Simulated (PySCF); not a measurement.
Species: C₅H₆.
SMILES with atom numbers: `[CH:1]#[C:2][CH2:3][CH:4]=[CH2:5]` (hydrogens: H6 on C1; H7, H8 on C3; H9 on C4; H10, H11 on C5)

The closed-shell SCF was solved with PySCF and density fitting under several settings on one GFN2-xTB geometry (grid level 2 and gas phase unless stated).

```tsv
settings	basis functions	SCF cycles	E (Eh)	HOMO (eV)	LUMO (eV)	dipole (D)
PBE0/pcSseg-1	115	14	-193.7745	-7.63	0.17	0.57
B3LYP/def2-SVPD	148	14	-193.9131	-7.41	-0.17	0.57
PBE0/3-21G, level shift 0.3 Eh, start guess atom	57	11	-192.7360	-7.45	0.68	0.55
HSE06/def2-SVPD, IEF-PCM dichloromethane	148	14	-193.6859	-7.25	-0.27	0.81
B3LYP/3-21G, energy threshold 1e-11 Eh	57	10	-192.9841	-7.13	0.53	0.53
PBE0/STO-3G	31	13	-191.4359	-5.86	3.39	0.49
B97-D/cc-pVTZ	234	16	-193.9611	-6.34	-0.78	0.60
LC-wPBE/def2-SVPD, damping 0.2 at the start, DIIS from the seventh cycle	148	12	-193.7655	-10.41	2.37	0.57
```

Q: Estimate the row for these settings: OLYP/cc-pVDZ.

A: 
```csv
settings,basis functions,SCF cycles,E (Eh),HOMO (eV),LUMO (eV),dipole (D)
OLYP/cc-pVDZ,100,16,-193.9768,-6.09,-0.47,0.58
```

Q: Over all rows, what range does the HOMO–LUMO gap span?

A: From 5.56 eV (B97-D/cc-pVTZ) to 12.78 eV (LC-wPBE/def2-SVPD, damping 0.2 at the start, DIIS from the seventh cycle). The functional of the narrowest has no exact exchange, that of the widest range-separated exact exchange.

Q: And the dipole moment?

A: From 0.49 D (PBE0/STO-3G) to 0.81 D (HSE06/def2-SVPD, IEF-PCM dichloromethane); the largest is 1.65 times the smallest, and the median is 0.57 D.

Q: Compare two rows with the functional B3LYP: B3LYP/3-21G, energy threshold 1e-11 Eh and B3LYP/def2-SVPD. Which energy is lower, and by how much?

A: B3LYP/def2-SVPD (148 functions) lies 0.9290 Eh or 583 kcal/mol below B3LYP/3-21G, energy threshold 1e-11 Eh (57 functions).

B97-D ran without the empirical dispersion term, which would shift the total energy alone. Cycle counts include a coarse-grid stage where the run had one. The species at its GFN2-xTB geometry (one conformer only).

The values belong to the conformer `[CH:1]#[C:2][CH2:3][CH:4]=[CH2:5]`: C2–C3–C4–C5 -121°.
